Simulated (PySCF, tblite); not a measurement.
# C2H3F3O: protonation

Aim: compute the protonation of C2H3F3O (`OCC(F)(F)F`).

Programs: tblite 0.8.0 and PySCF 2.14.0, with routines of our own; each step states its level. All values are computed. Atoms count from 0.

### Step 1. The starting structure

9 atoms, charge 0, multiplicity 1; geometry from: start built from the parent or by distance geometry.

### Step 2. Optimising the geometry with GFN2-xTB

The job: settings as JSON, then the geometry in Å.

```
{"job": {"kind": "relax", "xc": "GFN2-xTB", "basis": "xTB"}, "charge": 0, "multiplicity": 1}
O     -1.433100    -0.471400    -0.006400
C     -0.468400     0.506300     0.147900
C      0.883300    -0.275700     0.054300
F      0.959100    -0.852600    -1.203100
F      1.949000     0.578800     0.149500
F      0.931100    -1.257800     1.003700
H     -1.851800    -0.434200    -0.919200
H     -0.435900     0.878700     1.239800
H     -0.506200     1.339800    -0.516800
```

Launch:

```
$ OMP_NUM_THREADS=1 python redox_run.py task.json out
```

This one command runs all jobs of the session in turn.

Log:

```text
step      E/eV     max force
  0    -654.65104    2.775
  1    -654.85791    1.085
  2    -654.91008    0.647
  3    -654.93891    0.466
  4    -654.95249    0.413
  5    -654.96763    0.364
  6    -654.97779    0.289
  7    -654.98641    0.274
  8    -654.99316    0.237
  9    -654.99980    0.250
 10    -655.00521    0.223
 11    -655.00952    0.189
 12    -655.01336    0.183
 13    -655.01714    0.177
 14    -655.02001    0.131
 15    -655.02170    0.103
 16    -655.02296    0.123
 17    -655.02421    0.155
 18    -655.02573    0.167
 19    -655.02768    0.175
 20    -655.03140    0.262
 21    -655.03374    0.265
 22    -655.03784    0.234
 23    -655.03932    0.139
 24    -655.03971    0.122
 25    -655.04015    0.060
 26    -655.04039    0.041
 27    -655.04062    0.033
 28    -655.04068    0.020
 29    -655.04071    0.015
 30    -655.04074    0.014
 31    -655.04076    0.011
 32    -655.04078    0.013
 33    -655.04079    0.014
 34    -655.04080    0.014
 35    -655.04081    0.009
```

Wall time 0.1 s (1 thread of Arm Neoverse V2, shared host).

Step by step: (not every step is listed)

```csv
step,energy from step 0 (eV),largest force (eV/Å)
0,0.0000,2.7749
1,-0.2069,1.0854
2,-0.2590,0.6470
3,-0.2879,0.4657
4,-0.3015,0.4134
5,-0.3166,0.3645
6,-0.3268,0.2888
7,-0.3354,0.2737
8,-0.3421,0.2370
10,-0.3542,0.2230
12,-0.3623,0.1832
14,-0.3690,0.1312
16,-0.3719,0.1230
18,-0.3747,0.1665
20,-0.3804,0.2624
22,-0.3868,0.2345
24,-0.3887,0.1218
26,-0.3894,0.0408
28,-0.3896,0.0199
30,-0.3897,0.0142
31,-0.3897,0.0110
32,-0.3897,0.0127
33,-0.3898,0.0144
34,-0.3898,0.0139
35,-0.3898,0.0086
```

Distances of close pairs at the start and the end, largest changes first:

```csv
bond,before (Å),after (Å),change (Å)
C1–H7,1.154,1.093,-0.061
C2–F3,1.386,1.345,-0.040
O0–H6,1.005,0.966,-0.039
C1–H8,1.067,1.100,+0.033
C1–C2,1.564,1.532,-0.033
C2–F5,1.367,1.334,-0.033
C2–F4,1.369,1.340,-0.029
O0–C1,1.382,1.391,+0.009
```

The final coordinates are the input of the step that follows.

### Step 3. Harmonic vibrations with GFN2-xTB

The job: settings as JSON, then the geometry in Å.

```
{"job": {"kind": "ir", "xc": "GFN2-xTB", "basis": "xTB"}, "charge": 0, "multiplicity": 1}
O     -1.592441    -0.274043    -0.000142
C     -0.468036     0.518915     0.207489
C      0.831856    -0.270090     0.024364
F      0.879996    -0.837955    -1.194409
F      1.906334     0.523776     0.127014
F      0.981193    -1.253972     0.912853
H     -1.576432    -0.649838    -0.889955
H     -0.511701     0.875949     1.239231
H     -0.423646     1.379244    -0.476804
```

Log:

```text
mode    cm-1     km/mol
  1      75.2      4.27
  2     193.6      5.74
  3     299.0     40.70
  4     372.4     78.21
  5     399.6     82.06
  6     472.1      7.02
  7     492.9     25.69
  8     599.3     42.36
  9     797.5     17.08
 10     913.6     49.15
 11    1058.9    138.89
 12    1087.6    368.80
 13    1119.7    102.77
 14    1169.4     89.64
 15    1187.3    150.55
 16    1293.5     49.82
 17    1331.2     45.91
 18    1433.8      4.12
 19    2894.5     28.22
 20    3001.3      2.79
 21    3509.2     25.65
ZPE 141.768  H(298)-E 160.429  G(298)-E 63.434 kJ/mol  S 325.32 J/(mol K)
```

It took 0.15 s on 1 thread of Arm Neoverse V2, shared host.

The strongest bands and the atoms that carry them (share of the mass-weighted mode):

```csv
cm⁻¹,km/mol,atoms
372,78.2,"H6 33 %, F4 20 %, F5 17 %"
400,82.1,"H6 31 %, O0 23 %, F4 17 %, F3 15 %"
1059,138.9,"C2 39 %, H7 20 %, H6 10 %"
1088,368.8,"C2 63 %, F4 17 %"
1120,102.8,"C1 41 %, O0 32 %, C2 13 %"
1169,89.6,"C2 47 %, H7 31 %"
1187,150.6,"C2 46 %, H8 13 %, C1 13 %, H6 12 %"
1294,49.8,"H8 60 %, H6 17 %, C1 12 %"
```

### Step 4. Relaxing the molecule at PBE0-D3(BJ)/def2-SVP

The job, as its differences from that of step 3:

```diff
@@ -1,2 +1,2 @@
-{"job": {"kind": "ir", "xc": "GFN2-xTB", "basis": "xTB"}, "charge": 0, "multiplicity": 1}
+{"job": {"xc": "PBE0", "basis": "def2-SVP", "d3": "d3bj", "grid": 1, "kind": "geom"}, "charge": 0, "multiplicity": 1}
 O     -1.592441    -0.274043    -0.000142
```

Log:

```text
step   0  E = -451.98334556  max force = 0.014328
step   1  E = -451.97917858  max force = 0.025437
step   2  E = -451.98252516  max force = 0.013894
step   3  E = -451.98401206  max force = 0.004048
step   4  E = -451.98416337  max force = 0.001630
step   5  E = -451.98417592  max force = 0.000594
step   6  E = -451.98417780  max force = 0.000150
optimisation converged
```

Run time: 23 s. Hardware: 1 thread of Arm Neoverse V2, shared host.

Relaxation path: (the energy doesn't fall at every step)

```
step  energy from step 0 (eV)  largest force component (eV/Å)
   0                   0.0000                          0.7368
   1                   0.1134                          1.3080
   2                   0.0223                          0.7145
   3                  -0.0181                          0.2082
   4                  -0.0223                          0.0838
   5                  -0.0226                          0.0305
   6                  -0.0226                          0.0077
```

Distances of close pairs at the start and the end, largest changes first:

| bond | before (Å) | after (Å) | change (Å) |
| --- | --- | --- | --- |
| C1–C2 | 1.532 | 1.514 | -0.018 |
| C1–H7 | 1.093 | 1.100 | +0.007 |
| C1–H8 | 1.100 | 1.107 | +0.007 |
| C2–F4 | 1.340 | 1.334 | -0.006 |
| C2–F5 | 1.334 | 1.330 | -0.004 |
| O0–C1 | 1.391 | 1.387 | -0.004 |
| O0–H6 | 0.966 | 0.964 | -0.002 |
| C2–F3 | 1.345 | 1.344 | -0.002 |

The next job starts from the end point, and lists it.

```
                         at the end point                value
  point group (found at 0.08 Å tolerance)                   C1
rotational constants (GHz, main isotopes)  5.357, 2.863, 2.831
                        dipole moment (D)                 1.59
```

### Step 5. Harmonic vibrations (C₂H₃F₃O): PBE0-D3(BJ)/def2-SVP

The job: settings as JSON, then the geometry in Å.

```
{"job": {"xc": "PBE0", "basis": "def2-SVP", "d3": "d3bj", "grid": 2, "kind": "hessian"}, "charge": 0, "multiplicity": 1}
O     -0.222043     1.164775     1.086124
C      0.559734     0.328986     0.302256
C     -0.272669    -0.703840    -0.427461
F     -1.206503    -0.095934    -1.178830
F      0.489757    -1.438740    -1.238105
F     -0.906235    -1.526226     0.403233
H     -0.834145     1.633325     0.507123
H      1.260758    -0.206486     0.958988
H      1.156584     0.860929    -0.463822
```

Log:

```text
coarse grid: 8376 points
cycle   1  E = -451.7383101750  dE =  9.454e-01  |g| = 1.020e+00  |ddm| = 3.001e+00
cycle   2  E = -451.5425879647  dE =  1.957e-01  |g| = 1.495e+00  |ddm| = 1.725e+00
cycle   3  E = -451.9197401115  dE = -3.772e-01  |g| = 5.455e-02  |ddm| = 1.065e+00
cycle   4  E = -451.9201766353  dE = -4.365e-04  |g| = 3.078e-02  |ddm| = 6.903e-02
cycle   5  E = -451.9203676998  dE = -1.911e-04  |g| = 6.765e-03  |ddm| = 2.806e-02
cycle   6  E = -451.9203747389  dE = -7.039e-06  |g| = 2.204e-03  |ddm| = 5.868e-03
final grid: 84552 points
cycle   7  E = -451.9841305149  dE = -2.308e-05  |g| = 7.657e-03  |ddm| = 1.671e-02
cycle   8  E = -451.9841198063  dE =  1.071e-05  |g| = 1.098e-02  |ddm| = 1.270e-02
cycle   9  E = -451.9841412531  dE = -2.145e-05  |g| = 2.902e-04  |ddm| = 7.481e-03
cycle  10  E = -451.9841412683  dE = -1.521e-08  |g| = 1.359e-04  |ddm| = 3.961e-04
cycle  11  E = -451.9841412723  dE = -3.909e-09  |g| = 3.278e-05  |ddm| = 1.353e-04
cycle  12  E = -451.9841412724  dE = -1.567e-10  |g| = 1.129e-05  |ddm| = 2.846e-05
cycle  13  E = -451.9841412724  dE = -2.274e-11  |g| = 2.279e-06  |ddm| = 9.489e-06
converged SCF energy = -451.9841412724

mode    cm-1
  1     114.8
  2     222.7
  3     334.8
  4     404.7
  5     435.6
  6     545.1
  7     560.3
  8     681.4
  9     860.1
 10     962.6
 11    1151.3
 12    1195.2
 13    1252.9
 14    1296.3
 15    1334.1
 16    1396.3
 17    1460.7
 18    1475.0
 19    3037.9
 20    3151.3
 21    3871.8
ZPE 153.989  H(298)-E 171.479  G(298)-E 76.621 kJ/mol  S 318.16 J/(mol K)
```

Wall time 2 min (1 thread of Arm Neoverse V2, shared host); peak memory 1.5 GiB.

Zero-point energy 153.99 kJ/mol (xTB gave 141.77).

### Step 6. Single point (C₂H₃F₃O): wB97X-D3(BJ)/def2-TZVP

Geometry: PBE0-D3(BJ)/def2-SVP.

The job, as its differences from that of step 5:

```diff
@@ -1,2 +1,2 @@
-{"job": {"xc": "PBE0", "basis": "def2-SVP", "d3": "d3bj", "grid": 2, "kind": "hessian"}, "charge": 0, "multiplicity": 1}
+{"job": {"kind": "sp", "xc": "wB97X", "basis": "def2-TZVP", "d3": "d3bj", "grid": 2}, "charge": 0, "multiplicity": 1}
 O     -0.222043     1.164775     1.086124
```

Log:

```text
coarse grid: 8376 points
cycle   1  E = -452.8192122357  dE =  1.111e+00  |g| = 1.114e+00  |ddm| = 2.261e+00
cycle   2  E = -452.8001863525  dE =  1.903e-02  |g| = 1.266e+00  |ddm| = 1.105e+00
cycle   3  E = -453.0334187830  dE = -2.332e-01  |g| = 4.981e-02  |ddm| = 5.230e-01
cycle   4  E = -453.0338821747  dE = -4.634e-04  |g| = 1.955e-02  |ddm| = 4.321e-02
cycle   5  E = -453.0339542918  dE = -7.212e-05  |g| = 5.828e-03  |ddm| = 1.843e-02
cycle   6  E = -453.0339604594  dE = -6.168e-06  |g| = 2.288e-03  |ddm| = 4.804e-03
final grid: 84552 points
cycle   7  E = -453.0397623721  dE = -7.556e-05  |g| = 8.487e-03  |ddm| = 2.592e-02
cycle   8  E = -453.0397629258  dE = -5.537e-07  |g| = 8.045e-03  |ddm| = 6.849e-03
cycle   9  E = -453.0397710333  dE = -8.107e-06  |g| = 5.956e-04  |ddm| = 3.246e-03
cycle  10  E = -453.0397710878  dE = -5.449e-08  |g| = 1.935e-04  |ddm| = 4.106e-04
cycle  11  E = -453.0397710943  dE = -6.496e-09  |g| = 4.657e-05  |ddm| = 1.502e-04
converged SCF energy = -453.0397710943
```

It took 9.1 s on 1 thread of Arm Neoverse V2, shared host; peak memory 0.67 GiB.

### Step 7. Relaxing the molecule with GFN2-xTB

This step treats C2H4F3O+, `[OH2+]CC(F)(F)F`.

The job: settings as JSON, then the geometry in Å.

```
{"job": {"kind": "relax", "xc": "GFN2-xTB", "basis": "xTB"}, "charge": 1, "multiplicity": 1}
O     -0.205800     1.158700     1.080800
C      0.549000     0.337600     0.279200
C     -0.255200    -0.711500    -0.424300
F     -1.209000    -0.081300    -1.199400
F      0.486500    -1.442600    -1.226800
F     -0.917200    -1.528000     0.394500
H     -0.833700     1.639200     0.496100
H      1.272200    -0.197500     0.964000
H      1.165600     0.854100    -0.465100
H     -0.679500     0.607500     1.778200
```

Log:

```text
step      E/eV     max force
  0    -654.78689    3.264
  1    -654.95896    0.599
  2    -654.97983    0.474
  3    -655.00109    0.438
  4    -655.01081    0.340
  5    -655.01779    0.221
  6    -655.02102    0.154
  7    -655.02288    0.096
  8    -655.02411    0.088
  9    -655.02508    0.076
 10    -655.02555    0.059
 11    -655.02572    0.034
 12    -655.02582    0.032
 13    -655.02597    0.038
 14    -655.02612    0.047
 15    -655.02625    0.037
 16    -655.02634    0.025
 17    -655.02642    0.030
 18    -655.02653    0.040
 19    -655.02663    0.037
 20    -655.02672    0.026
 21    -655.02679    0.027
 22    -655.02685    0.021
 23    -655.02689    0.017
 24    -655.02691    0.012
 25    -655.02692    0.009
```

Wall time 0.25 s (1 thread of Arm Neoverse V2, shared host).

Relaxation path:

| step | energy from step 0 (eV) | largest force (eV/Å) |
| --- | --- | --- |
| 0 | 0.0000 | 3.2641 |
| 1 | -0.1721 | 0.5992 |
| 2 | -0.1929 | 0.4741 |
| 3 | -0.2142 | 0.4382 |
| 4 | -0.2239 | 0.3401 |
| 5 | -0.2309 | 0.2213 |
| 6 | -0.2341 | 0.1543 |
| 7 | -0.2360 | 0.0958 |
| 8 | -0.2372 | 0.0878 |
| 9 | -0.2382 | 0.0758 |
| 10 | -0.2387 | 0.0590 |
| 11 | -0.2388 | 0.0344 |
| 12 | -0.2389 | 0.0323 |
| 13 | -0.2391 | 0.0381 |
| 14 | -0.2392 | 0.0474 |
| 15 | -0.2394 | 0.0370 |
| 16 | -0.2395 | 0.0254 |
| 17 | -0.2395 | 0.0296 |
| 18 | -0.2396 | 0.0402 |
| 19 | -0.2397 | 0.0373 |
| 20 | -0.2398 | 0.0264 |
| 21 | -0.2399 | 0.0268 |
| 22 | -0.2400 | 0.0208 |
| 23 | -0.2400 | 0.0172 |
| 24 | -0.2400 | 0.0120 |
| 25 | -0.2400 | 0.0092 |

Close pairs (by a distance rule), those that changed most:

| bond | before (Å) | after (Å) | change (Å) |
| --- | --- | --- | --- |
| O0–C1 | 1.373 | 1.451 | +0.078 |
| C1–C2 | 1.497 | 1.547 | +0.049 |
| C2–F3 | 1.381 | 1.340 | -0.041 |
| C1–H7 | 1.131 | 1.095 | -0.035 |
| O0–H9 | 1.007 | 0.989 | -0.018 |
| C2–F4 | 1.315 | 1.307 | -0.008 |
| O0–H6 | 0.983 | 0.990 | +0.007 |
| C2–F5 | 1.332 | 1.337 | +0.004 |

The final coordinates are the input of the step that follows.

### Step 8. Vibrational analysis with GFN2-xTB

The job: settings as JSON, then the geometry in Å.

```
{"job": {"kind": "ir", "xc": "GFN2-xTB", "basis": "xTB"}, "charge": 1, "multiplicity": 1}
O     -0.235053     1.159311     1.080205
C      0.614602     0.293143     0.284345
C     -0.253969    -0.739516    -0.471357
F     -1.182879    -0.070102    -1.167723
F      0.449737    -1.499193    -1.268681
F     -0.908334    -1.486336     0.423378
H     -0.879587     1.641699     0.503990
H      1.317722    -0.218825     0.950166
H      1.169934     0.912501    -0.428473
H     -0.719348     0.643606     1.771536
```

Log:

```text
mode    cm-1     km/mol
  1      42.7      2.58
  2     175.5     32.38
  3     247.5     84.22
  4     347.0     30.40
  5     368.8     40.10
  6     463.2      3.27
  7     494.3     21.74
  8     591.9     15.73
  9     802.4     34.04
 10     853.7      0.43
 11     957.8    512.20
 12     975.4     80.45
 13     980.3     15.97
 14    1104.8    187.14
 15    1113.4    167.18
 16    1167.1    175.16
 17    1187.1     67.53
 18    1272.8    131.27
 19    1375.5    184.90
 20    1404.0     39.66
 21    3000.0     26.56
 22    3001.2     25.98
 23    3134.8    261.72
 24    3154.8    149.49
ZPE 168.770  H(298)-E 188.322  G(298)-E 89.453 kJ/mol  S 331.61 J/(mol K)
```

Wall time 0.17 s (1 thread of Arm Neoverse V2, shared host).

Which atoms move in the most intense modes:

| cm⁻¹ | km/mol | atoms |
| --- | --- | --- |
| 958 | 512.2 | H6 29 %, H9 29 %, O0 27 % |
| 1105 | 187.1 | C2 56 %, C1 13 %, F3 11 % |
| 1113 | 167.2 | C2 63 %, F5 12 %, C1 10 % |
| 1167 | 175.2 | C2 55 %, F4 23 %, H8 10 % |
| 1273 | 131.3 | H8 26 %, H7 24 %, C1 19 %, C2 17 % |
| 1376 | 184.9 | H7 25 %, H8 25 %, H6 19 %, H9 19 % |
| 3135 | 261.7 | H6 78 %, H9 15 % |
| 3155 | 149.5 | H9 79 %, H6 17 % |

### Step 9. Relaxing the molecule at PBE0-D3(BJ)/def2-SVP

This step treats C₂H₄F₃O+, `[OH2+]CC(F)(F)F`.

The job, as its differences from that of step 8:

```diff
@@ -1,2 +1,2 @@
-{"job": {"kind": "ir", "xc": "GFN2-xTB", "basis": "xTB"}, "charge": 1, "multiplicity": 1}
+{"job": {"xc": "PBE0", "basis": "def2-SVP", "d3": "d3bj", "grid": 1, "kind": "geom"}, "charge": 1, "multiplicity": 1}
 O     -0.235053     1.159311     1.080205
```

Log:

```text
step   0  E = -452.26503310  max force = 0.022451
step   1  E = -452.26618104  max force = 0.010182
step   2  E = -452.26672255  max force = 0.004016
step   3  E = -452.26691088  max force = 0.002251
step   4  E = -452.26703284  max force = 0.001227
step   5  E = -452.26707881  max force = 0.000946
step   6  E = -452.26709444  max force = 0.000679
step   7  E = -452.26710076  max force = 0.000496
step   8  E = -452.26710271  max force = 0.000213
optimisation converged
```

Wall time 31 s (1 thread of Arm Neoverse V2, shared host).

The steps of the relaxation:

```
step  energy from step 0 (eV)  largest force component (eV/Å)
   0                   0.0000                          1.1545
   1                  -0.0312                          0.5236
   2                  -0.0460                          0.2065
   3                  -0.0511                          0.1158
   4                  -0.0544                          0.0631
   5                  -0.0557                          0.0486
   6                  -0.0561                          0.0349
   7                  -0.0563                          0.0255
   8                  -0.0563                          0.0110
```

Close pairs (by a distance rule), those that changed most:

```
 bond  before (Å)  after (Å)  change (Å)
O0–C1       1.451      1.479      +0.028
C1–C2       1.547      1.523      -0.024
O0–H6       0.990      0.983      -0.007
O0–H9       0.989      0.982      -0.007
C2–F3       1.340      1.334      -0.006
C2–F5       1.337      1.331      -0.006
C2–F4       1.307      1.305      -0.002
C1–H7       1.095      1.097      +0.002
```

The end geometry stands in the next job.

```
                         at the end point                value
rotational constants (GHz, main isotopes)  5.322, 2.809, 2.796
```

### Step 10. Harmonic vibrations (C2H4F3O+): PBE0-D3(BJ)/def2-SVP

The job: settings as JSON, then the geometry in Å.

```
{"job": {"xc": "PBE0", "basis": "def2-SVP", "d3": "d3bj", "grid": 2, "kind": "hessian"}, "charge": 1, "multiplicity": 1}
O     -0.210424     1.396077     0.598009
C      0.620079     0.290758     0.071592
C     -0.280203    -0.928383    -0.078595
F     -1.303259    -0.599334    -0.869220
F      0.388396    -1.927705    -0.584995
F     -0.771636    -1.248233     1.116081
H     -0.958007     1.635195     0.006516
H      1.424511     0.141059     0.802505
H      1.020781     0.645239    -0.886254
H     -0.554379     1.234618     1.503666
```

Log:

```text
coarse grid: 9000 points
cycle   1  E = -452.0515108275  dE =  1.306e+00  |g| = 9.206e-01  |ddm| = 3.072e+00
cycle   2  E = -451.9229610175  dE =  1.285e-01  |g| = 1.315e+00  |ddm| = 1.503e+00
cycle   3  E = -452.2033628953  dE = -2.804e-01  |g| = 5.305e-02  |ddm| = 8.720e-01
cycle   4  E = -452.2038035147  dE = -4.406e-04  |g| = 1.575e-02  |ddm| = 5.224e-02
cycle   5  E = -452.2038428033  dE = -3.929e-05  |g| = 5.096e-03  |ddm| = 1.629e-02
cycle   6  E = -452.2038474597  dE = -4.656e-06  |g| = 1.529e-03  |ddm| = 5.150e-03
final grid: 89928 points
cycle   7  E = -452.2671152398  dE = -3.141e-05  |g| = 7.185e-03  |ddm| = 1.792e-02
cycle   8  E = -452.2671083353  dE =  6.905e-06  |g| = 9.679e-03  |ddm| = 1.136e-02
cycle   9  E = -452.2671254739  dE = -1.714e-05  |g| = 5.448e-04  |ddm| = 6.170e-03
cycle  10  E = -452.2671255316  dE = -5.771e-08  |g| = 1.370e-04  |ddm| = 5.432e-04
cycle  11  E = -452.2671255353  dE = -3.734e-09  |g| = 2.895e-05  |ddm| = 1.259e-04
cycle  12  E = -452.2671255355  dE = -1.560e-10  |g| = 8.678e-06  |ddm| = 2.893e-05
cycle  13  E = -452.2671255355  dE = -1.137e-11  |g| = 2.771e-06  |ddm| = 7.707e-06
converged SCF energy = -452.2671255355

mode    cm-1
  1      72.9
  2     201.5
  3     262.7
  4     383.8
  5     403.5
  6     541.8
  7     560.1
  8     655.4
  9     764.3
 10     886.6
 11     891.5
 12     931.2
 13    1055.5
 14    1265.4
 15    1275.4
 16    1338.4
 17    1358.6
 18    1438.1
 19    1449.5
 20    1663.9
 21    3151.5
 22    3242.3
 23    3615.8
 24    3688.2
ZPE 186.008  H(298)-E 204.573  G(298)-E 107.700 kJ/mol  S 324.91 J/(mol K)
```

Run time: 2.4 min. Hardware: 1 thread of Arm Neoverse V2, shared host; peak memory 1.5 GiB.

Zero-point energy 186.01 kJ/mol (xTB gave 168.77).

### Step 11. Single point (C₂H₄F₃O+): wB97X-D3(BJ)/def2-TZVP

Geometry: PBE0-D3(BJ)/def2-SVP.

The job, as its differences from that of step 10:

```diff
@@ -1,2 +1,2 @@
-{"job": {"xc": "PBE0", "basis": "def2-SVP", "d3": "d3bj", "grid": 2, "kind": "hessian"}, "charge": 1, "multiplicity": 1}
+{"job": {"kind": "sp", "xc": "wB97X", "basis": "def2-TZVP", "d3": "d3bj", "grid": 2}, "charge": 1, "multiplicity": 1}
 O     -0.210424     1.396077     0.598009
```

Log:

```text
coarse grid: 9000 points
cycle   1  E = -453.1082781685  dE =  1.524e+00  |g| = 1.053e+00  |ddm| = 2.295e+00
cycle   2  E = -453.1263066128  dE = -1.803e-02  |g| = 1.149e+00  |ddm| = 1.159e+00
cycle   3  E = -453.3134661776  dE = -1.872e-01  |g| = 7.182e-02  |ddm| = 4.531e-01
cycle   4  E = -453.3142640527  dE = -7.979e-04  |g| = 2.393e-02  |ddm| = 5.899e-02
cycle   5  E = -453.3143731295  dE = -1.091e-04  |g| = 3.613e-03  |ddm| = 2.507e-02
cycle   6  E = -453.3143772889  dE = -4.159e-06  |g| = 1.075e-03  |ddm| = 5.742e-03
final grid: 89928 points
cycle   7  E = -453.3199489492  dE = -8.387e-05  |g| = 7.967e-03  |ddm| = 2.434e-02
cycle   8  E = -453.3199499110  dE = -9.618e-07  |g| = 7.351e-03  |ddm| = 5.865e-03
cycle   9  E = -453.3199566079  dE = -6.697e-06  |g| = 5.756e-04  |ddm| = 2.734e-03
cycle  10  E = -453.3199566636  dE = -5.573e-08  |g| = 1.768e-04  |ddm| = 4.144e-04
cycle  11  E = -453.3199566707  dE = -7.044e-09  |g| = 3.434e-05  |ddm| = 1.449e-04
converged SCF energy = -453.3199566707
```

It took 10 s on 1 thread of Arm Neoverse V2, shared host; peak memory 0.68 GiB.

### Step 12. Single point (C2H3F3O): wB97X-D3(BJ)/def2-TZVP in diethylether

Geometry: PBE0-D3(BJ)/def2-SVP.

The job: settings as JSON, then the geometry in Å.

```
{"job": {"kind": "sp", "xc": "wB97X", "basis": "def2-TZVP", "d3": "d3bj", "grid": 2, "solvent": "diethylether"}, "charge": 0, "multiplicity": 1}
O     -0.222043     1.164775     1.086124
C      0.559734     0.328986     0.302256
C     -0.272669    -0.703840    -0.427461
F     -1.206503    -0.095934    -1.178830
F      0.489757    -1.438740    -1.238105
F     -0.906235    -1.526226     0.403233
H     -0.834145     1.633325     0.507123
H      1.260758    -0.206486     0.958988
H      1.156584     0.860929    -0.463822
```

Log:

```text
final grid: 84552 points
cycle   1  E = -453.0456209186  dE = -3.680e-04  |g| = 1.307e-02  |ddm| = 8.948e-02
cycle   2  E = -453.0456435724  dE = -2.265e-05  |g| = 1.194e-02  |ddm| = 1.916e-02
cycle   3  E = -453.0456653483  dE = -2.178e-05  |g| = 1.729e-03  |ddm| = 6.770e-03
cycle   4  E = -453.0456666274  dE = -1.279e-06  |g| = 4.412e-04  |ddm| = 4.310e-03
cycle   5  E = -453.0456667417  dE = -1.143e-07  |g| = 1.355e-04  |ddm| = 1.589e-03
cycle   6  E = -453.0456667458  dE = -4.044e-09  |g| = 5.732e-05  |ddm| = 1.949e-04
converged SCF energy = -453.0456667458
```

Wall time 8.1 s (1 thread of Arm Neoverse V2, shared host); peak memory 0.79 GiB.

(Part 1 of 2 ends here.)
